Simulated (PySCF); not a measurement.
Structure with atom numbers: `[OH:1][CH2:2][C:3]([F:4])([F:5])[F:6]`. Each H is labelled by its parent atom.

GIAO PBE0/pcSseg-1 shifts (PySCF 2.14.0 with density-fitted response routines, gas phase, non-relativistic, equivalent atoms averaged), each against references optimised in the same way as the molecule (H2O, TMS, CFCl3).

On the GFN2-xTB geometry: O1 13.7, C3 133.8, C2 67.8, F4/F5/F6 -95.8, H(C2) 4.22, H(O1) 1.06 ppm.

**Question.** What changes on the PBE0-D3(BJ)/def2-SVP geometry?

**Answer.** 
```
   atoms  δ (ppm)  change
      O1     11.6    -2.1
      C3    129.7    -4.1
      C2     64.7    -3.1
F4/F5/F6    -93.7    +2.1
   H(C2)     3.77   -0.45
   H(O1)     0.57   -0.49
```

Unscaled 19F shifts against computed CFCl3 carry errors that often reach 10 to 50 ppm.

Bonds between heavy atoms that differ most (equivalent bonds averaged): C2–C3 1.532 → 1.514 Å, C3–F4 1.340 → 1.336 Å, O1–C2 1.391 → 1.387 Å. Mean change of bonds to hydrogen: O–H -0.002 Å, C–H +0.007 Å.
